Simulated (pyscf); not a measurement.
**Four-centre exchange: H₃C–ZnH + NH₃ → CH₄ + H₂N–ZnH**

Gas phase, singlet surface, charge 0. Bonds broken: C1–Zn2, N7–H8. Bonds formed: C1–H8, Zn2–N7. PySCF, gas phase, ωB97X-D3(BJ)/def2-SVP geometries.

Transition state (Å):

```xyz
10

C     -1.7123    -0.7545    -0.0823
Zn    -0.7694     1.2399     0.4118
H     -1.5599    -1.7172    -0.6010
H     -2.6335    -0.3232    -0.5171
H     -1.9311    -1.0146     0.9705
H     -1.3617     2.3975     1.2477
N      0.6761     0.4046    -0.6786
H     -0.4089    -0.3562    -0.5171
H      0.8926     0.7448    -1.6163
H      1.5524     0.1013    -0.2520
```

One imaginary mode, 1570i cm⁻¹; descent along it reached the two sides named, in the forms told below.

```csv
bond,change,reactant side (Å),saddle,product side
C1–Zn2,breaks,1.978,2.261,3.2
N7–H8,breaks,1.021,1.335,2.7
C1–H8,forms,3.3,1.431,1.100
Zn2–N7,forms,2.244,1.994,1.818
```

Electronic energies relative to the separated reactants (kcal/mol):

```json
[
 {"level": "ωB97X-D3(BJ)/def2-TZVP", "barrier": "25.9", "reaction energy": "-9.6", "reverse barrier": "35.5"},
 {"level": "PBE/def2-TZVP", "barrier": "23.5", "reaction energy": "-8.9", "reverse barrier": "32.4"},
 {"level": "r²SCAN/def2-TZVP", "barrier": "22.5", "reaction energy": "-10.1", "reverse barrier": "32.6"},
 {"level": "B3LYP-D3(BJ)/def2-TZVP", "barrier": "26.5", "reaction energy": "-9.9", "reverse barrier": "36.4"},
 {"level": "PBE0-D3(BJ)/def2-TZVP", "barrier": "23.6", "reaction energy": "-8.8", "reverse barrier": "32.4"},
 {"level": "M06-2X/def2-TZVP", "barrier": "22.2", "reaction energy": "-10.5", "reverse barrier": "32.7"},
 {"level": "ωB97M-D3(BJ)/def2-TZVP", "barrier": "26.8", "reaction energy": "-9.2", "reverse barrier": "36.0"},
 {"level": "HF/def2-TZVP", "barrier": "38.2", "reaction energy": "-11.2", "reverse barrier": "49.4"}
]
```

With ωB97M-D3(BJ)/def2-TZVP energies and thermal terms (ideal gas, 1 atm, RRHO with modes under 100 cm⁻¹ raised to 100, one conformer, R ln 2 for chiral ones without a mode under 150 cm⁻¹), in kcal/mol:

| T (K) | ΔH‡ | ΔG‡ | ΔH | ΔG |
|---|---|---|---|---|
| 298 | 24.3 | 33.3 | -9.4 | -9.8 |
| 600 | 24.9 | 42.1 | -9.4 | -10.2 |
| 900 | 25.8 | 50.6 | -9.4 | -10.7 |
| 1200 | 26.8 | 58.7 | -9.4 | -11.1 |

On the reactant side the descent ends in an adduct with a N–Zn contact, 11.2 kcal/mol under the separated species and 37.1 kcal/mol under the saddle at ωB97X-D3(BJ)/def2-TZVP. What is counted as formed (N–Zn) is already present as a longer contact in the reactant adduct; forming that adduct is a step of its own. One saddle was located; it need not be the lowest between these sides. Elements up to Kr have no core potential and no relativistic terms here.
